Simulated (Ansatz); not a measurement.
**AlSiH (singlet): wave-function methods side by side at distance Al2–H3 = 1.595 Å, 6-31G**

How much of the correlation energy of AlSiH (singlet) does each wave-function method recover here?

Method: 6-31G, core rule «outside noble gas», up to 10 orbitals frozen; program: Ansatz 0.2.0, Gaussian basis.

To be run: UHF; CCSD(T) on RHF; CCSD(T) on UHF; BCCD(T) on RHF; CISD; CCSDT(Q) on RHF; CCSDT(Q) on UHF; CISDTQ; CCSDTQ on RHF; CASSCF and MRCISD+Q, 2 electrons in 2 orbitals; CASSCF and NEVPT2, 2 electrons in 2 orbitals; CASSCF and MRCISD+Q, 8 electrons in 9 orbitals; CASSCF and NEVPT4(SD), 8 electrons in 9 orbitals; CASSCF and NEVPT2, 8 electrons in 9 orbitals; Full CI.

24 further runs of the same task are left out: 17 that didn't finish, 7 set aside as unsound or not needed.

## Step 1: What is computed

The geometry derives from a PBE0/def2-TZVP stationary point (not a proven minimum). One bond is set to the value named and the two fragments are kept rigid.

3 atoms, charge 0, spin multiplicity 1.

Atoms are counted from 1 here; the program's logs count them from 0.

Bond lengths: Si1–Al2 2.354 Å, Al2–H3 1.595 Å. Angles: Si1–Al2–H3 180.0°.

Geometry (Å):

```xyz
3
AlHSi
Si    0.00000    0.00000    2.10080
Al    0.00000    0.00000   -0.25300
H     0.00000    0.00000   -1.84780
```

## Step 2: UHF

The input, in.yaml:

```yaml
crystal:
  periodic: [false, false, false]
  atoms:
    - {symbol: Si, position_ang: [0.000000, 0.000000, 2.100805]}
    - {symbol: Al, position_ang: [0.000000, 0.000000, -0.252999]}
    - {symbol: H, position_ang: [0.000000, 0.000000, -1.847805]}
basis:
  gaussian: {orbitals: 6-31G}
magnetization: {spin_polarized: true, initial_magnetization: 0}
hamiltonian: {xc: hf}
output: {orbitals: {seedname: orbitals}}
```

The run is started by

```bash
> ansatz run in.yaml --threads 1 --pin off --events-out ev --progress --plain --max-ram 2393MiB
```

Further steps of the session: CCSD(T) on RHF; CCSD(T) on UHF; BCCD(T) on RHF; CISD; CCSDT(Q) on RHF; CCSDT(Q) on UHF; CISDTQ; CCSDTQ on RHF; CASSCF and MRCISD+Q, 2 electrons in 2 orbitals; CASSCF and NEVPT2, 2 electrons in 2 orbitals; CASSCF and MRCISD+Q, 8 electrons in 9 orbitals; CASSCF and NEVPT4(SD), 8 electrons in 9 orbitals; CASSCF and NEVPT2, 8 electrons in 9 orbitals; Full CI.

Q: Predict the results of all the runs planned. Wanted: FCI below the RHF energy; RMP2 from FCI; RCCSD from FCI; RCCSD(T) from FCI; RCCSDT(Q) from FCI; NEVPT2 valence from FCI; NEVPT4(SD) valence from FCI; MRCISD+Q valence from FCI; T1 diagnostic.

As calculated:

| quantity | value |
| --- | --- |
| FCI below the RHF energy | -2.8763 eV |
| RMP2 from FCI | +20.97 kcal/mol |
| RCCSD from FCI | +4.50 kcal/mol |
| RCCSD(T) from FCI | +2.55 kcal/mol |
| RCCSDT(Q) from FCI | +0.24 kcal/mol |
| NEVPT2 valence from FCI | +4.63 kcal/mol |
| NEVPT4(SD) valence from FCI | +0.71 kcal/mol |
| MRCISD+Q valence from FCI | +0.05 kcal/mol |
| levels within 1 kcal/mol (43 meV) | RCCSDT(Q), RCCSDTQ, NEVPT4(SD) valence, MRCISD valence, MRCISD+Q valence |
| T1 diagnostic | 0.029 |
| effectively unpaired electrons | 2.08 |

What this shows: RCCSD(T) misses by +2.55 kcal/mol, 3.8 % of the correlation energy. With 2.1 effectively unpaired electrons against 0 the state is strongly multireference. Coupled cluster on one determinant still stays close here. Of the multireference levels listed MRCISD+Q valence comes nearest in total energy (+0.05 kcal/mol), which doesn't show that its space is the better one. These misses are within one basis, not against nature.
